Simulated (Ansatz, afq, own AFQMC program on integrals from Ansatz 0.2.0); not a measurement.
**SiNH3, singlet in cc-pVDZ, levels against CCSDT(Q)**

```xyz
5

Si    0.0000   -0.0247    0.4482
N     0.0000    0.1040   -0.9690
H     0.0000   -1.2569    1.2864
H     0.0000    1.2097    1.2588
H     0.0000   -0.7106   -1.5695
```

Connectivity, by distances: SiH2–NH.

Basis cc-pVDZ. Noble-gas cores (and the filled d shells of Ga–Kr and In–Xe) are frozen. Integrals, coupled cluster, full CI and functionals: Ansatz 0.2.0; the random walks run on the same integrals in our own AFQMC program. ph-AFQMC/CISD is guided by a CISD state made of CCSD amplitudes; releasing the constraint for a short imaginary time cuts its bias at the price of noise, slowly where states lie close. Error bars are statistical, one sigma.

Determinant: RHF, the one that the program's search chose, which needn't be the lowest solution. The geometry is a point of a scan.

No full CI on the walks' own integrals is used here; CCSDT(Q) serves as the reference and is uncertain by about the last step of the cluster series.

* T1 diagnostic: 0.0166
* weight of the determinant in the CISD state: 0.882
* size of the correlated space: 12 electrons in 41 orbitals

```tsv
level	correlation energy (eV)
MP2	-7.2021
CCSD	-7.8570
CCSD(T)	-8.0942
```

Estimate where AFQMC with the constraint released lies against CCSD(T) on the same integrals.

82.1 ± 24.8 meV below CCSD(T).

Reference: CCSDT(Q), correlation energy -8.136 eV. The released energy is read at 2.40 1/Eh (meV from the phaseless value at times in 1/Eh: -3 ± 20 at 0.24, -20 ± 14 at 0.51, -4 ± 18 at 0.99, -29 ± 13 at 1.62, -34 ± 25 at 2.40).

```csv
level,E − E(reference) (meV),share of correlation (%)
CCSD(T),42.0,99.48
CCSDT,22.9,99.72
ph-AFQMC/HF,-130.0 ± 72.6,101.60
ph-AFQMC/CISD,-6.5 ± 21.8,100.08
released AFQMC,-40.0 ± 24.8,100.49
```

A walk keeps the symmetry of its determinant, which the program's search chose and which needn't be the lowest solution, so a lower state of the same spin and another symmetry isn't excluded. Released energies are given only where the last usable release times agree within the noise; a slower fall can still hide under it.
